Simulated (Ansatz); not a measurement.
**Relaxing Al2Ru**

Theory: DFT r2SCAN, scalar-relativistic, plane waves, PAW in Ansatz.

The start is a database structure of Al2Ru, space group I4/mmm (No. 139).

Input of the last, converged step (default PAW datasets):

```yaml
crystal:
  lattice:
    - [-1.56042162, 1.56042162, 4.22180559]
    - [1.56042162, -1.56042162, 4.22180559]
    - [1.56042162, 1.56042162, -4.22180559]
  atoms:
    - { symbol: Al, position: [0.65920219, 0.65920219, 0.0] }
    - { symbol: Al, position: [0.34079781, 0.34079781, 0.0] }
    - { symbol: Ru, position: [0.0, 0.0, 0.0] }
basis:
  ecutwfc: 500
kpoints:
  mp_grid: { grid: [20, 20, 20] }
hamiltonian:
  xc: r2scan
scf:
  occupations: { method: gaussian, width: 0.1 }
output:
  forces: true
  stress: true
  eigenvalues: true
relax:
  adjacent_minimum: "off"
  f_tol: 0.01
  max_steps: 80
  cell: { stress_tol: 0.05 }
```

Launched as:

```bash
ansatz run input.yaml --threads 1 --pin off --max-ram 3072MiB --backend cpu --events-out ev --progress --plain --runs-dir out
```

Time: 3.3 min on 1 thread of Arm Neoverse V1 (shared host), peak memory 0.87 GiB.

The program printed at the end:

```
SCF converged after 5 iterations
Free energy (F): -6973.773898 eV
Harris-Foulkes:  -6973.773898 eV  (|F-HF|=0.00e0)
Internal energy: -6973.773350 eV  (E = F + TS)
E sigma→0 (E₀):  -6973.773624 eV
Entropy (-TS):   -0.000548 eV (-0.183 meV/atom)
Fermi energy:    14.107356 eV
--- Per-component energies (eV) ---
  E_band       = -161.593908
  E_kinetic    = 566.697803
  E_local      = -2143.512244  (includes V_loc(G=0)·N_el)
  E_nonlocal   = 362.372355
  E_hartree    = 800.539306
  E_xc         = -260.642270
  E_vxc        = -333.815997  (∫ρ·V_xc dr)
  E_paw        = -4425.977092  (= ΣΔE_a)
  E_vpaw       = -236.195305  (= ΣTr[D̂ρ^β])
  E_aug_tail   = 0.000085  (compensation charges beyond the density's cutoff)
  E_vtau       = 21.780858  (kinetic-family band-sum trace: ∫τ·v_τ [+ j·A + Jᵃ·Aᵃ] dr)
  E_ewald      = -1872.820121
  E_core_change = -0.431172  (= ΣΔE_core)
  E_smearing   = -0.000548  (= −TS)
  E_closure    =  0.000000  (closes the sum)
  Σ components = -6973.773898   (vs F -6973.773898, Δ=0.00e0)
--- Forces (eV/Å), atoms counted from 1 ---
  atom   1  Al     0.00000000     0.00000000    -0.00074175
  atom   2  Al     0.00000000     0.00000000     0.00074175
  atom   3  Ru     0.00000000     0.00000000     0.00000000
  max |Σ_I F_I| component: 3.12e-17 eV/Å
--- Stress (GPa, compression-positive) ---
       -0.005241       0.000000       0.000000
        0.000000      -0.005241       0.000000
        0.000000       0.000000       0.001828
  P = ⅓ Tr σ = -0.0029 GPa (-0.029 kbar)
--- Relaxed structure (3 steps of the walk, 3 accepted, 1 SCFs on fresh bases) ---
  F+E_penalty+E_count = -6973.77389817 eV   max|allowed force component| = 7.418e-4 eV/Å   (the final SCF, on the basis selected at the relaxed cell)
  cell:  # Å, volume = 41.1514 Å³
    - [-1.560929, 1.560929, 4.222388]
    - [1.560929, -1.560929, 4.222388]
    - [1.560929, 1.560929, -4.222388]
  atoms:
    - { symbol: Al, position: [0.659094, 0.659094, 0.000000] }
    - { symbol: Al, position: [0.340906, 0.340906, 0.000000] }
    - { symbol: Ru, position: [0.000000, 0.000000, 0.000000] }
```

Absolute energies hang on the potentials; compare differences alone.

The result has space group I4/mmm (No. 139). Al has 4 Ru at 2.58 Å, 5 Al at 2.69 Å, 1 Ru at 2.88 Å and 4 Al at 3.12 Å; around Ru lie 8 Al at 2.58 Å, 2 Al at 2.88 Å and 4 Ru at 3.12 Å.

Against the elements it lies at -0.75 eV/atom. Energies over the elements count from the elements' standard structures at the same level, with no empirical corrections.

For metals, differences of a few meV/atom aren't resolved.

A structure relaxed within its symmetry needn't be a true minimum.